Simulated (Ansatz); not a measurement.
## H2Si–PH⁺, doublet: reading a ladder of total energies

Geometry: that of the H2Si–PH, triplet, kept fixed.

```xyz
5

Si   -0.1152    0.0000    1.1364
P     0.1106    0.0000   -1.0974
H     0.5486   -1.2064    1.7149
H     0.5486    1.2064    1.7149
H    -1.2866    0.0000   -1.3719
```

Basis cc-pVDZ; Ansatz 0.2.0. Only valence electrons are correlated (noble-gas cores frozen), which leaves 11 electrons in 41 orbitals. R marks a restricted (for open shells ROHF) determinant, U an unrestricted one.

Full CI isn't at hand for all of this; UCCSDT(Q) serves as the reference, and is uncertain by the last step of the cluster series or more.

Unrestricted rows (U) aren't spin-pure: their determinants' ⟨S²⟩ exceeds S(S+1) by up to 0.32, so they mix in states of higher spin.

UCCSD has a T1 diagnostic of 0.055 and a largest doubles amplitude of 0.10.

Runs differ by some tens of microhartree through their thresholds and, for an open shell, their frozen cores, so steps under 0.03 kcal/mol mean nothing.

```
    level  total energy (hartree)
      UHF             -631.067779
     UMP2             -631.242300
    UCCSD             -631.289186
 UCCSD(T)             -631.296929
   UCCSDT             -631.299082
UCCSDT(Q)             -631.299674
```

**Question.** What is the correlation energy at UCCSDT(Q), and what share of it do UMP2 and UCCSD recover?

**Answer.** E(corr) = -631.299674 − (-631.067779) = -0.231895 hartree = -6.310 eV. UMP2: -0.174521 / -0.231895 = 75.26 %. UCCSD: -0.221407 / -0.231895 = 95.48 %.

**Question.** By how many kcal/mol does UCCSD(T) miss UCCSDT(Q) (1 hartree = 627.509 kcal/mol), and which steps make up the rest?

**Answer.** -631.296929 − (-631.299674) = 0.002745 hartree = 1.72 kcal/mol. Steps: UCCSDT − UCCSD(T) = -1.35, UCCSDT(Q) − UCCSDT = -0.37 kcal/mol. Differences between like states or geometries often cancel part of this.
